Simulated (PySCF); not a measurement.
Gas-phase XPS of trithiane, computed

Species: trithiane, C₃H₆S₃.
Z-matrix (Å and degrees, PBE0-D3(BJ)/def2-SVP geometry), rows numbered from 1:
```
C 
S   1  1.8093
C   2  1.8096  1   98.46
S   3  1.8096  2  116.29  1    65.45
C   4  1.8097  3   98.50  2   -65.36
S   5  1.8096  4  116.29  3    65.36
H   1  1.1033  2  109.91  3    60.02
H   1  1.0992  2  106.31  3   176.46
H   3  1.1033  2  109.84  1   -60.09
H   3  1.0992  2  106.28  1  -176.50
H   5  1.0992  4  106.26  3  -176.63
H   5  1.1033  4  109.87  3   -60.22
```

Level of theory: delta-SCF UKS SCAN, pcX-2 on the ionised atom, pcseg-1 elsewhere, spin-free X2C (PySCF). These are vertical core ionisation energies against the vacuum level, from separate self-consistent calculations with and without the core hole.

Give the core binding energies atom by atom.

| atom(s) | environment | level | binding energy (eV) | count |
| --- | --- | --- | --- | --- |
| C1/C3/C5 | sp3 carbon bound to sulfur | C 1s | 291.93 | 3 |
| S2/S4/S6 | sulfide sulfur | S 1s | 2477.00 | 3 |

Express the binding energy of S 1s of S2/S4/S6 in atomic units and per mole.

2477.00 eV = 91.0281 Eh = 238994 kJ/mol.

Which photon energy gives electrons from S 1s of S2/S4/S6 a kinetic energy of 150 eV, and what is their de Broglie wavelength?

hν = 2477.00 + 150 = 2627.00 eV, recoil neglected; λ = 12.264 Å/√(E/eV) = 1.00 Å.

Atoms equivalent by their bonding share one computed value, that of the first of them. Not every level is listed. The structure is a single PBE0-D3(BJ)/def2-SVP conformer in the gas phase; no vibrational or solvent corrections.
